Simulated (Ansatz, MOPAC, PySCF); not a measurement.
Reaction (SMILES): FF -> 2 F atom (the F-F bond breaks)

Wanted: bond dissociation energy (enthalpy at 298 K), in kcal/mol. Terms: no spin-orbit coupling; frozen cores in correlated levels; 6-311+G** with 5d; six Cartesian d functions in 6-31G* and its kin unless marked 5d; non-relativistic; LANL2DZ all-electron up to Ne; UHF or UKS for open shells. First-principles rows: single points at B3LYP-D3(BJ) geometries (Ansatz, an electronic-structure program), with unscaled harmonic terms from B3LYP/6-31G* at its own minima. Semi-empirical rows: MOPAC heats of formation at their own minima for 298 K. The Hartree-Fock reference of FF is unstable towards a lower, spin-broken solution.

Measured values: Active Thermochemical Tables 1.112 (ions: stationary electron), as tabulated in the package chemicals; they hold spin-orbit and core effects, anharmonicity. 

Value to compare with, the measured value: 37.9 kcal/mol.

```tsv
level	program	bond dissociation energy (enthalpy at 298 K) (kcal/mol)	error
MNDO	MOPAC	30.5	-7.4
HF/STO-3G	Ansatz	-1.7	-39.6
HF/6-311+G**	Ansatz	-42.2	-80.1
PBE/LANL2DZ	Ansatz	41.8	3.9
PBE/def2-SVP	Ansatz	55.0	17.1
PBE/6-311+G**	Ansatz	46.5	8.6
BP86/def2-SVP	PySCF	54.0	16.1
B3LYP/6-31G*	Ansatz	41.5	3.6
B3LYP/cc-pVDZ	Ansatz	37.0	-0.9
PBE0/6-31G*	Ansatz	38.4	0.5
PBE0/6-311+G**	Ansatz	28.4	-9.5
MP2/3-21G	Ansatz	29.2	-8.7
MP2/6-311+G**	Ansatz	28.4	-9.5
B3PW91/6-31G* (5d)	PySCF	39.8	1.9
r2SCAN-D4/def2-TZVPD	Ansatz + dftd4	38.0	0.1
B3LYP-D3(BJ)/def2-TZVPD	Ansatz + dftd3	36.3	-1.6
wB97X-V/def2-TZVPD	Ansatz	36.7	-1.2
```

Among the 14 habitual levels, HF/6-311+G** lies farthest from the measured value (-80.1 kcal/mol); 7 of 14 lie above it, and their mean absolute error is 14.8 kcal/mol, the median 8.6. One case shows no general order.

The levels are drawn from those run, B3LYP/6-31G* more often than the rest, none by its result; runs whose electronic state is in doubt are left out.
